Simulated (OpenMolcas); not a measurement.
How methods differ on C2H3Cl (SMILES C=CCl)

C2H3Cl has 6 atoms, charge 0, and is taken as a singlet. SMILES: `C=CCl`. Geometry: relaxed at PBE0-D4/def2-TZVP.

Quantity: the dipole moment, in D. The values are calculated.

**The experiment to reproduce.** NIST CCCBDB gives the dipole moment of the gas as 1.45 D.

```csv
level,kind,program,value (D),computed − measured
SVWN5/def2-SVPD,LDA,OpenMolcas,1.37,-0.08
PBE/def2-SVPD,GGA,OpenMolcas,1.37,-0.08
M06-L/def2-SVPD,meta-GGA,OpenMolcas,1.42,-0.03
TPSS/def2-SVPD,meta-GGA,OpenMolcas,1.46,+0.01
r2SCAN/def2-SVPD,meta-GGA,OpenMolcas,1.44,-0.01
B3LYP/def2-SVPD,global hybrid,OpenMolcas,1.44,-0.01
BHLYP/def2-SVPD,global hybrid,OpenMolcas,1.54,+0.09
M06-2X/def2-SVPD,hybrid meta-GGA,OpenMolcas,1.54,+0.09
```

Nearest: TPSS/def2-SVPD (+0.01 D), r2SCAN/def2-SVPD (-0.01 D), B3LYP/def2-SVPD (-0.01 D); farthest: BHLYP/def2-SVPD (+0.09 D). The measured dipole is a vibrational average, so differences of a few hundredths of a debye mean little. Computed less measured by kind, in D (def2-SVPD rows): LDA -0.08; GGA -0.08; meta-GGA -0.03 to +0.01; global hybrid -0.01 to +0.09.
